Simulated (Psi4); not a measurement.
# CO (carbon monoxide), run twice

Wanted: the energy of CO (carbon monoxide), OLCCD/6-31+G* (Cartesian functions).

Program for the calculation: Psi4 1.11.

4 further runs of the same task are left out: 2 that didn't finish, 2 set aside as unsound or not needed.

## (1) Starting point

The species is CO (2 atoms), meant as a singlet with charge 0. As SMILES, `[C-]#[O+]`. The coordinates come from a PBE0-D4/def2-TZVP relaxation.

Bond lengths: C1–O2 1.123 Å.

## (2) Try one

Contents of input.in:

```
memory 1.6 GB

molecule mol {
  C      0.479900    -0.155100     0.247200
  O     -0.479900     0.155100    -0.247200
}

set {
  basis 6-31+G*
  reference uhf
  scf_type pk
  cc_type conv
  s_orthogonalization lowdin
}

e_tot, wfn = energy('olccd', return_wfn=True)
```

Command:

```sh
$ psi4 -i input.in -o input.out -n 1
```

input.out:

```text
Psi4 1.11 release

RuntimeError:
Fatal Error: LOWDIN is not a valid choice

Printing out the relevant lines from the Psithon --> Python processed input file:
    core.IO.set_default_namespace("mol")
    core.set_global_option("BASIS", "6-31+G*")
    core.set_global_option("REFERENCE", "uhf")
    core.set_global_option("SCF_TYPE", "pk")
    core.set_global_option("CC_TYPE", "conv")
--> core.set_global_option("S_ORTHOGONALIZATION", "lowdin")
    e_tot, wfn = energy('olccd', return_wfn=True)

!----------------------------------------------------------------------------------!
!                                                                                  !
! Fatal Error: LOWDIN is not a valid choice                                        !
!                                                                                  !
!----------------------------------------------------------------------------------!

    Psi4 run time: 0:00:00.10
```

Run time: 2 s. Hardware: 1 thread of Intel Xeon Platinum 8375C at 2.90GHz (Ice Lake), shared host; peak memory 0.13 GiB.

## (3) What went wrong

The program refused the input.

The telling line is `Fatal Error: LOWDIN is not a valid choice`. Cause: an option has a value that the program doesn't accept. To mend it: s orthogonalization at its default in place of lowdin.

## (4) Second attempt

Contents of input.inp:

```
memory 1.6 GB

molecule mol {
  0 1
  C      0.479900    -0.155100     0.247200
  O     -0.479900     0.155100    -0.247200
}

set basis 6-31+G*
set reference uhf
set scf_type pk
set cc_type conv

E, wfn = energy('olccd', return_wfn=True)
```

Command:

```sh
$ psi4 -i input.inp -o input.out -n 1
```

input.out:

```text
[...]
  Running in c2v symmetry.
[...]
  Nuclear repulsion =   22.611783293223233
[...]
  Multiplicity = 1
[...]
  Nalpha       = 7
  Nbeta        = 7
[...]
    Number of basis functions: 38
[...]
   @UHF iter   1:  -112.71547462859228   -8.58015e-01   1.17886e-02 ADIIS/DIIS
[...]
   @UHF iter  10:  -112.74186645019452    0.00000e+00   1.90780e-09 DIIS
[...]
   @S^2 Observed:               -1.421085472E-14
[...]
    Orbital Energies [Eh]
    ---------------------
    Alpha Occupied:
       1A1   -20.686025     2A1   -11.370655     3A1    -1.532528
       4A1    -0.804912     1B2    -0.643701     1B1    -0.643701
       5A1    -0.554782
    Alpha Virtual:
       2B2     0.084786     2B1     0.084786     6A1     0.085740
       7A1     0.115201     3B1     0.186105     3B2     0.186105
       8A1     0.271333     4B2     0.306746     4B1     0.306746
       9A1     0.365890    10A1     0.583424     5B1     0.858785
       5B2     0.858785    11A1     1.013365    12A1     1.239706
      13A1     1.420605     6B1     1.427890     6B2     1.427890
[...]
  @UHF Final Energy:  -112.74186645019452
   => Energetics <=
    Nuclear Repulsion Energy =             22.6117832932232332
    One-Electron Energy =                -198.2346933321767892
    Two-Electron Energy =                  62.8810435887590415
    Total Energy =                       -112.7418664501945216
  UHF NO Occupations:
  HONO-2 :    1 B1 2.0000000
  HONO-1 :    4 A1 2.0000000
[...]
 Multipole Moments:
 ------------------------------------------------------------------------------------
     Multipole            Electronic (a.u.)      Nuclear  (a.u.)        Total (a.u.)
 ------------------------------------------------------------------------------------
 L = 1.  Multiply by 2.5417464519 to convert [e a0] to [Debye]
 Dipole X            :          0.0000000            0.0000000            0.0000000
 Dipole Y            :          0.0000000            0.0000000            0.0000000
 Dipole Z            :          0.1198349           -0.0023137            0.1175213
 Magnitude           :                                                    0.1175213
[...]
	SCS-MP2 Total Energy (a.u.)        :  -113.02655434696628
	SOS-MP2 Total Energy (a.u.)        :  -113.02236591967537
	SCSN-MP2 Total Energy (a.u.)       :  -112.87790728466422
[...]
	SOS-PI-MP2 Total Energy (a.u.)     :  -113.04394280194313
[...]
	MP2 Total Energy (a.u.)            :  -113.03493120154809
[...]
```

Run time: 5.1 s. Hardware: 1 thread of Intel Xeon Platinum 8375C at 2.90GHz (Ice Lake), shared host; peak memory 0.19 GiB.

## (5) What came out

At OLCCD/6-31+G* (Cartesian functions):

| quantity | value |
| --- | --- |
| total energy | -113.04794 Eh |
| HOMO energy (Hartree–Fock orbitals) | -15.10 eV |
| LUMO energy (Hartree–Fock orbitals) | 2.31 eV |
| HOMO–LUMO gap (Hartree–Fock orbitals) | 17.40 eV |
| correlation energy | -306.1 mEh |
